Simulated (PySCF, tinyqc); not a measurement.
Worked calculation: CID on RHF in the sto-3g basis, frozen core, for OH-, spin multiplicity 1. The basis has no diffuse functions, so it cannot describe the extra electron: this is an exercise in the method, not the real anion. The lowest restricted solution is unstable here: a spin-polarised one lies 0.0013 hartree lower (PySCF). Computed by tinyqc, a small Python program that keeps every step (integrals from PySCF). Settings: charge = -1, multiplicity = 1, basis = sto-3g, method = RHF, frozen orbitals = 1, energy threshold = 1e-10, iteration cap = 78, orthogonalisation = symmetric, start = core, DIIS depth = 6, ci = CID, davidson = 1. Command: `OMP_NUM_THREADS=1 python tinyqc.py 23638 23639 out.jsonl` (the two numbers bound the seeds that draw the settings). One thread of a shared host (Intel(R) Xeon(R) Processor @ 2.60GHz), about 0.1 s of CPU time with the checks. The early iterations of the SCF are left out here.

## One-electron integrals

Geometry (angstrom):
```
atom         x         y         z
O     0.000000  0.000000  0.000000
H     0.000000  0.000000  1.533000
```

Basis sto-3g: exponents (1/bohr^2) and contraction coefficients of normalised primitives:
```
element  l (shell)    exponent  coefficient
O            s (1)  130.709320     0.154329
O            s (1)   23.808861     0.535328
O            s (1)    6.443608     0.444635
O            s (2)    5.033151    -0.099967
O            s (2)    1.169596     0.399513
O            s (2)    0.380389     0.700115
O            p (3)    5.033151     0.155916
O            p (3)    1.169596     0.607684
O            p (3)    0.380389     0.391957
H            s (1)    3.425251     0.154329
H            s (1)    0.623914     0.535328
H            s (1)    0.168855     0.444635
```

Overlap, kinetic and nuclear-attraction integrals over the contracted functions; the nuclear repulsion is the sum of Za Zb / Rab.

nuclear repulsion = 2.76152491 hartree

overlap S, lower triangle:
```
           1O 1s     1O 2s    1O 2px    1O 2py    1O 2pz     2H 1s
1O 1s   1.000000
1O 2s   0.236704  1.000000
1O 2px  0.000000  0.000000  1.000000
1O 2py  0.000000  0.000000  0.000000  1.000000
1O 2pz  0.000000  0.000000  0.000000  0.000000  1.000000
2H 1s   0.014304  0.187362  0.000000  0.000000  0.187534  1.000000
```

kinetic energy T (hartree), lower triangle:
```
            1O 1s      1O 2s    1O 2px    1O 2py    1O 2pz     2H 1s
1O 1s   29.003200
1O 2s   -0.168011   0.808128
1O 2px   0.000000   0.000000  2.528731
1O 2py   0.000000   0.000000  0.000000  2.528731
1O 2pz   0.000000   0.000000  0.000000  0.000000  2.528731
2H 1s   -0.004181  -0.008973  0.000000  0.000000  0.029830  0.760032
```

nuclear attraction V (hartree), lower triangle:
```
             1O 1s      1O 2s     1O 2px     1O 2py     1O 2pz      2H 1s
1O 1s   -60.963646
1O 2s    -7.264787  -9.397050
1O 2px    0.000000   0.000000  -9.312428
1O 2py    0.000000   0.000000   0.000000  -9.312428
1O 2pz   -0.006052  -0.076263   0.000000   0.000000  -9.348767
2H 1s    -0.449117  -1.208125   0.000000   0.000000  -1.034935  -3.978447
```

core Hamiltonian H = T + V (hartree), lower triangle:
```
             1O 1s      1O 2s     1O 2px     1O 2py     1O 2pz      2H 1s
1O 1s   -31.960446
1O 2s    -7.432798  -8.588922
1O 2px    0.000000   0.000000  -6.783697
1O 2py    0.000000   0.000000   0.000000  -6.783697
1O 2pz   -0.006052  -0.076263   0.000000   0.000000  -6.820036
2H 1s    -0.453299  -1.217097   0.000000   0.000000  -1.005105  -3.218415
```

## Two-electron integrals

Functions are numbered as in S; the eight-fold symmetry (ij|kl) = (ji|kl) = (kl|ij) leaves the list below.

Two-electron integrals (ij|kl) in chemists' order, unique and non-zero (hartree):
```
(11|11) 4.785065   (21|11) 0.741380   (21|21) 0.136873   (22|11) 1.118947
(22|21) 0.256633   (22|22) 0.817206   (31|31) 0.024477   (32|31) 0.037809
(32|32) 0.180518   (33|11) 1.115814   (33|21) 0.256684   (33|22) 0.817023
(33|33) 0.880159   (41|41) 0.024477   (42|41) 0.037809   (42|42) 0.180518
(43|43) 0.047444   (44|11) 1.115814   (44|21) 0.256684   (44|22) 0.817023
(44|33) 0.785270   (44|44) 0.880159   (51|51) 0.024477   (52|51) 0.037809
(52|52) 0.180518   (53|53) 0.047444   (54|54) 0.047444   (55|11) 1.115814
(55|21) 0.256684   (55|22) 0.817023   (55|33) 0.785270   (55|44) 0.785270
(55|55) 0.880159   (61|11) 0.045296   (61|21) 0.008300   (61|22) 0.015494
(61|33) 0.015470   (61|44) 0.015470   (61|51) 0.000347   (61|52) 0.000661
(61|55) 0.015544   (61|61) 0.000509   (62|11) 0.136663   (62|21) 0.031855
(62|22) 0.116002   (62|33) 0.113968   (62|44) 0.113968   (62|51) 0.002324
(62|52) 0.019713   (62|55) 0.119954   (62|61) 0.001969   (62|62) 0.022621
(63|31) 0.002986   (63|32) 0.018623   (63|53) 0.003856   (63|63) 0.002879
(64|41) 0.002986   (64|42) 0.018623   (64|54) 0.003856   (64|64) 0.002879
(65|11) 0.111412   (65|21) 0.026266   (65|22) 0.102321   (65|33) 0.098100
(65|44) 0.098100   (65|51) 0.004562   (65|52) 0.034150   (65|55) 0.110648
(65|61) 0.001674   (65|62) 0.024348   (65|65) 0.028828   (66|11) 0.343928
(66|21) 0.081378   (66|22) 0.341387   (66|33) 0.331202   (66|44) 0.331202
(66|51) 0.005870   (66|52) 0.071276   (66|55) 0.361528   (66|61) 0.005035
(66|62) 0.093951   (66|65) 0.116642   (66|66) 0.774606
```

## Orthogonalisation

S = U s U^T; symmetric (Loewdin) form X = U s^(-1/2) U^T, so that X^T S X = 1.

eigenvalues of S: 0.678238  0.857727  1.000000  1.000000  1.128151  1.335884

X, lower triangle:
```
            1O 1s      1O 2s    1O 2px    1O 2py     1O 2pz     2H 1s
1O 1s    1.022167
1O 2s   -0.124518   1.036570
1O 2px   0.000000   0.000000  1.000000
1O 2py   0.000000   0.000000  0.000000  1.000000
1O 2pz  -0.001775   0.014281  0.000000  0.000000   1.013914
2H 1s    0.010537  -0.100323  0.000000  0.000000  -0.098173  1.028046
```

## Iteration 8 (converged): orbitals

converged F (hartree), lower triangle:
```
             1O 1s      1O 2s    1O 2px    1O 2py     1O 2pz     2H 1s
1O 1s   -19.596014
1O 2s    -5.014039  -1.862022
1O 2px    0.000000   0.000000  0.121293
1O 2py    0.000000   0.000000  0.000000  0.121293
1O 2pz   -0.010042   0.036294  0.000000  0.000000   0.571798
2H 1s    -0.310299  -0.277252  0.000000  0.000000  -0.207000  0.165104
```

Diagonalise F' = X^T F X, C = X C', fill 5 alpha and 5 beta electrons from the bottom; D = 2 C_occ C_occ^T. Each column has its largest component positive (the first on a tie).

F' = X^T F X (hartree), lower triangle:
```
            1          2         3         4          5         6
1  -19.232818
2   -2.630681  -0.956800
3    0.000000   0.000000  0.121293
4    0.000000   0.000000  0.000000  0.121293
5   -0.026160   0.081681  0.000000  0.000000   0.632190
6    0.000043  -0.183025  0.000000  0.000000  -0.299719  0.262676
```

orbital energies (hartree): MO1 -19.603990, MO2 -0.623215, MO3 0.113949, MO4 0.121293, MO5 0.121293, MO6 0.818505

coefficients C:
```
              MO1        MO2        MO3        MO4       MO5        MO6
1O 1s    0.994759  -0.259146   0.048167   0.000000  0.000000  -0.037712
1O 2s    0.021395   1.004022  -0.240727   0.000000  0.000000   0.183803
1O 2px   0.000000   0.000000   0.000000  -0.071773  0.997421   0.000000
1O 2py   0.000000   0.000000   0.000000   0.997421  0.071773   0.000000
1O 2pz   0.000856  -0.024943   0.435510   0.000000  0.000000   0.920638
2H 1s   -0.002321   0.102472   0.832764   0.000000  0.000000  -0.610484
```

D after iteration 8, lower triangle:
```
            1O 1s      1O 2s    1O 2px    1O 2py    1O 2pz     2H 1s
1O 1s    2.118046
1O 2s   -0.501002   2.132936
1O 2px   0.000000   0.000000  2.000000
1O 2py   0.000000   0.000000  0.000000  2.000000
1O 2pz   0.056585  -0.259727  0.000000  0.000000  0.380584
2H 1s    0.022494  -0.195267  0.000000  0.000000  0.720238  1.408003
```

Within a degenerate level the vectors are fixed only up to a rotation; this is one choice.

## Convergence

Stop when the energy changes by less than 1e-10 hartree and every element of the error matrix X^T (F D S - S D F) X is below 3e-06.

Course of the cycle:
```
iteration   E (hartree)     change  largest element of the error matrix
1          -72.90828239          -                             3.42e-01
2          -73.88041894  -9.72e-01                             2.59e-01
3          -73.96945132  -8.90e-02                             1.64e-01
4          -73.99828393  -2.88e-02                             4.47e-02
5          -73.99982818  -1.54e-03                             9.92e-03
6          -73.99990269  -7.45e-05                             8.23e-05
7          -73.99990269  -4.97e-09                             5.98e-06
8          -73.99990269  -2.66e-11                             1.05e-08
```

PySCF RHF in the same basis = -73.99990269 hartree

Converged in 8 iterations.

## Integrals over molecular orbitals

(pq|rs) = sum C_ip C_jq C_kr C_ls (ij|kl), one index at a time.

one-electron integrals over orbitals h = C^T H C (hartree), lower triangle:
```
            1          2          3          4          5          6
1  -31.944464
2    0.626729  -7.192183
3   -0.112063   0.502027  -4.186715
4    0.000000   0.000000   0.000000  -6.783697
5    0.000000   0.000000   0.000000   0.000000  -6.783697
6    0.089525  -0.429659  -1.623788   0.000000   0.000000  -5.855852
```

Two-electron integrals over orbitals (pq|rs), unique and non-zero (hartree); the lowest 1 orbital is frozen and left out:
```
(22|22) 0.771192    (32|22) -0.066673   (32|32) 0.072650    (33|22) 0.464358
(33|32) 0.040280    (33|33) 0.610548    (42|42) 0.167656    (43|42) -0.025444
(43|43) 0.016206    (44|22) 0.791065    (44|32) -0.071682   (44|33) 0.449314
(44|44) 0.880159    (52|52) 0.167656    (53|52) -0.025444   (53|53) 0.016206
(54|54) 0.047444    (55|22) 0.791065    (55|32) -0.071682   (55|33) 0.449314
(55|44) 0.785270    (55|55) 0.880159    (62|22) 0.038204    (62|32) 0.068144
(62|33) 0.010233    (62|44) 0.046411    (62|55) 0.046411    (62|62) 0.123788
(63|22) 0.192738    (63|32) -0.071663   (63|33) -0.073938   (63|44) 0.195279
(63|55) 0.195279    (63|62) 0.001169    (63|63) 0.184502    (64|42) 0.018870
(64|43) 0.017542    (64|64) 0.038518    (65|52) 0.018870    (65|53) 0.017542
(65|65) 0.038518    (66|22) 0.686358    (66|32) -0.014792   (66|33) 0.541935
(66|44) 0.679506    (66|55) 0.679506    (66|62) 0.057002    (66|63) 0.115993
(66|66) 0.701371
```

## CID: determinants and Hamiltonian

one-electron integrals dressed by the frozen orbital, h + 2 (pq|11) - (p1|1q) (hartree), lower triangle:
```
           2          3          4          5          6
2  -5.079420
3   0.262234  -3.117510
4   0.000000   0.000000  -4.578858
5   0.000000   0.000000   0.000000  -4.578858
6  -0.278236  -0.989425   0.000000   0.000000  -3.970780
```

energy of the frozen orbital, 2 h_11 + (11|11) = -59.14009916 hartree

Hartree-Fock energy = -73.99990269 hartree

Slater-Condon rules over spin orbitals, with the nuclear repulsion and the energy of the frozen orbital added and E(HF) subtracted on the diagonal. Only determinants linked to the reference directly or through others are kept (one block of an abelian symmetry group), so some states are absent.

Occupation strings over the orbitals (2 doubly, a alpha, b beta, 0 empty; spin orbitals ordered 1a 1b 2a 2b ...): 222220 222202 222022 220222 2ab222 2ba222 202222

H - E(HF) between determinants (hartree), lower triangle:
```
           222220     222202     222022     220222     2ab222     2ba222    202222
222220   0.000000
222202   0.038518   0.334966
222022   0.038518   0.047444   0.334966
220222   0.184502   0.016206   0.016206   0.922297
2ab222  -0.001169   0.025444   0.025444  -0.071033   1.163709
2ba222   0.001169  -0.025444  -0.025444   0.071033  -0.072650   1.163709
202222   0.123788   0.167656   0.167656   0.072650   0.035920  -0.035920  1.858145
```

## CID: roots

Diagonalise (each vector has its largest component positive (the first on a tie)); all determinants have Ms = 0, so triplets appear too. The lowest singlet root is the correlation energy.

lowest roots of this matrix, relative to E(HF) (hartree): -0.044982  0.287522  0.344912  0.915128  1.091059  1.268407  1.915747

lowest vectors:
```
           root 1     root 2     root 3     root 4
222220   0.978220   0.000000   0.071964   0.172541
222202  -0.062803   0.707107   0.694679   0.023833
222022  -0.062803  -0.707107   0.694679   0.023833
220222  -0.181870   0.000000  -0.051623   0.928469
2ab222  -0.005422   0.000000  -0.037407   0.215478
2ba222   0.005422   0.000000   0.037407  -0.215478
202222  -0.045415   0.000000  -0.155564  -0.119068
```

<S^2> of these roots: 0.000000  0.000000  0.000000  0.000000  2.000000  0.000000  0.000000

weight of the ground state by excitation level 0, 1, 2, ...: 0.956914  0.000000  0.043086

## The lowest root by the Davidson method

Start from the reference; add the residual divided by (theta - H_ii), orthogonalised, at each step.

Davidson iterations:
```
iteration  subspace  lowest Ritz value (hartree)  residual norm
1                 1                            0       2.29e-01
2                 2                  -0.04358112       3.49e-02
3                 3                  -0.04495911       5.56e-03
4                 4                  -0.04498212       4.85e-04
5                 5                  -0.04498233       1.50e-16
```
